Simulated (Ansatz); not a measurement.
What a trial cell of GaSi relaxes into

Level of theory: DFT r2SCAN, scalar-relativistic, plane waves, PAW in Ansatz. Cutoff 500 eV, Γ-centred k mesh, Gaussian smearing, no spin polarisation in the final step.

The start puts GaSi on the NaTl (B32) structure type (Fd-3m, No. 227), with Ga in place of Na, Si in place of Tl, at a guessed volume.

```xyz
4
Lattice="0.0000 3.2679 3.2679 3.2679 0.0000 3.2679 3.2679 3.2679 0.0000" Properties=species:S:1:pos:R:3 pbc="T T T"
Ga    3.2679    3.2679    3.2679
Ga    4.9018    4.9018    4.9018
Si    0.0000    0.0000    0.0000
Si    1.6339    1.6339    1.6339
```

Cell and atoms relax at zero pressure; the relaxation can't lower the symmetry of the start. After a coarse first stage the cell is made exact in the group found at 0.06 Å.

The zero of energy is the elements' standard structures at the same level; no fitted shifts are applied.

(1) What does it relax into?

(2) What are its volume, energy, density and gap?

Results:

(1) It keeps Fd-3m (No. 227). The result has the NaTl (B32) structure. Conventional cell: a = 6.393 Å. Ga has 4 Ga at 2.77 Å, 4 Si at 2.77 Å and 6 Si at 3.20 Å; Si has 4 Ga at 2.77 Å, 4 Si at 2.77 Å and 6 Ga at 3.20 Å.

```
Ga Si
1.0
     0.00000    3.19644    3.19644
     3.19644    0.00000    3.19644
     3.19644    3.19644    0.00000
Ga Si
2 2
Cartesian
  3.1964 3.1964 3.1964
  4.7947 4.7947 4.7947
  0.0000 0.0000 0.0000
  1.5982 1.5982 1.5982
```

(2) The volume per atom is 16.33 Å³ and the density is 4.97 g/cm³. The energy over the elements is 0.51 eV/atom. The gap on the 12×12×12 mesh is 0 eV (a metal).

The final run used a 12×12×12 mesh on its 4-atom cell and 0.10 eV smearing. For metals, differences of a few meV/atom aren't resolved. A structure relaxed within its symmetry needn't be a true minimum. The steps took roughly 2.7 core-minutes in all.